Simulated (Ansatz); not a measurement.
# AlClH2O, SMILES [OH][AlH][Cl]: a rigid scan of one bond angle

Program: Ansatz's Python interface.

At the Python prompt:
```pycon
>>> import ansatz as az
>>> from ase import Atoms
>>> atoms = Atoms(["O", "Al", "Cl", "H", "H"], positions=[
...     (-1.0302, 0.0451, -0.9627),
...     (0.4306, 0.0977, 0.0621),
...     (1.3057, -1.8063, 0.703),
...     (-1.7507, 0.1088, -0.3271),
...     (1.0944, 1.481, 0.4833),
... ])
>>> first = (
...     az.Crystal.molecule_from_ase(atoms).calculation()
...     .basis(gaussian="6-31G*")
...     .functional("PBE0")
...     .relax(force_tolerance=0.02, max_steps=80)
... )
>>> atoms.positions = first.run(threads=1).report["positions_ang"]
>>> rows = []
>>> for angle in [90, 100, 110, 120, 135, 150, 165, 179]:
...     bent = atoms.copy()
...     bent.set_angle(1, 0, 3, angle, indices=[3])
...     setup = (
...         az.Crystal.molecule_from_ase(bent).calculation()
...         .basis(gaussian="6-31G*")
...         .functional("PBE0")
...     )
...     rows.append((angle, setup.run(threads=1).report["free_energy_ev"]))
...
>>> floor = min(e for _, e in rows)
>>> for angle, e in rows:
...     print(f"angle Al1-O0-H3 = {angle:3d} deg   {1000 * (e - floor):9.1f} meV")
...
angle Al1-O0-H3 =  90 deg       318.3 meV
angle Al1-O0-H3 = 100 deg       132.8 meV
angle Al1-O0-H3 = 110 deg        34.1 meV
angle Al1-O0-H3 = 120 deg         0.0 meV
angle Al1-O0-H3 = 135 deg        31.4 meV
angle Al1-O0-H3 = 150 deg       113.0 meV
angle Al1-O0-H3 = 165 deg       195.8 meV
angle Al1-O0-H3 = 179 deg       241.3 meV
```

The scan is rigid, and the energies are electronic, in a modest basis. The zero is the lowest point of the grid, which needn't be the minimum. Run time: 36 s on 1 thread of Arm Neoverse V1 (shared host), peak memory 0.2 GiB.
